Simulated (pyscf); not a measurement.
Thermochemistry of product channels of `[O]=[Ta]([F])([F])[F]` + `[OH2]` on the singlet surface, in kcal/mol, from ωB97M-D3(BJ)/def2-TZVP energies (ideal gas, 1 atm, RRHO with modes under 100 cm⁻¹ raised to 100, one conformer, R ln 2 for chiral ones without a mode under 150 cm⁻¹). Optimised with ωB97X-D3(BJ)/def2-SVP in PySCF.

```tsv
products	ΔE	ΔH(298 K)	ΔG(298 K)	ΔG(900 K)
`[O]=[Ta]([OH])([F])[F]` + `[FH]`	?	+5.2	+5.1	?
`[OH][Ta]([OH])([F])([F])[F]`	-27.9	-27.2	-17.4	+0.9
```

**Question.** Some entries are withheld; supply them.

**Answer.** 
- `[O]=[Ta]([OH])([F])[F]` + `[FH]`, ΔE: +5.8
- `[O]=[Ta]([OH])([F])[F]` + `[FH]`, ΔG(900 K): +4.4

The channel to HO–Ta(OH)(F)(F)–F turns unfavourable between 298 and 1200 K (ΔG from -17.4 kcal/mol to +9.2 kcal/mol).

These are energies of the channels, which say nothing of barriers. Elements past Kr carry the def2 core potentials, without spin-orbit coupling.
